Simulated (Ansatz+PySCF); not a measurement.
Values are calculated unless marked as measured or tabulated.
Several solutions for doublet CH

| atom | x (Å) | y (Å) | z (Å) |
| --- | --- | --- | --- |
| C | 0.0000 | 0.0000 | -0.1534 |
| H | 0.0000 | 0.0000 | 0.9204 |

Basis set: 6-31G (spherical functions). Charge 0, multiplicity 2.

PBE0 (unrestricted) was run from several starts with Ansatz (development build ahead of 0.2.0) and PySCF 2.14.0.

```
run  program                        start  converged  energy (hartree)  <S²>
  A   Ansatz      atomic start, no search        yes         -38.40881  0.75
  B    PySCF             program defaults        yes         -38.40881  0.75
  C   Ansatz  search for the lowest state        yes         -38.40975  0.95
  D   Ansatz      stability test followed        yes         -38.40975  0.95
```

Problem. Which runs reached the lowest solution of this kind, and what is wrong with the others?

Solution. C, D reached the lowest solution found. Converged but too high: A by 0.03 eV, B by 0.03 eV. Convergence only shows a stationary point, and even a stable one can lie too high; stability tests and further starts are what find lower ones. Caution: the unrestricted determinant is spin contaminated.
